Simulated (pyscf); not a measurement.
Structures and frequencies: ωB97X-D3(BJ)/def2-SVP in PySCF. Correlated levels are frozen-core, on RHF or UHF. ΔMP2 is the change of the MP2 total energy from the triple- to the quadruple-zeta basis.

Problem. H₃Ge–SeH + hydrogen fluoride (HF) → H₂Se + F–GeH₃
Surface: singlet. Broken: Ge–Se, F–H. Formed: H–Se, F–Ge. Give ΔE‡ and ΔE from CCSD(T)/def2-TZVPP + ΔMP2(QZVPP), relative to the separated reactants.

Solution. ΔE‡ = 31.5 kcal/mol, ΔE = +1.2 kcal/mol. Zero-point energy shifts the barrier by -0.3 kcal/mol. It is a four-centre exchange, with an imaginary mode of 579i cm⁻¹. On the reactant side the descent ends in a complex, 6.3 kcal/mol under the separated species and 35.3 kcal/mol under the saddle at ωB97X-D3(BJ)/def2-TZVP. At ωB97X-D3(BJ) the barrier from the zero used here is 29.0 kcal/mol. One saddle was located; it need not be the lowest between these sides. The CCSD(T) − MP2 part came from Ansatz, without density fitting, on the same reference. The frozen core leaves the outer d or s,p core shells of the metals and heavy elements correlated in the MP2 and CC values, and def2-TZVPP describes them poorly, which can shift differences by a few kcal/mol. Elements up to Kr have no core potential and no relativistic terms here.
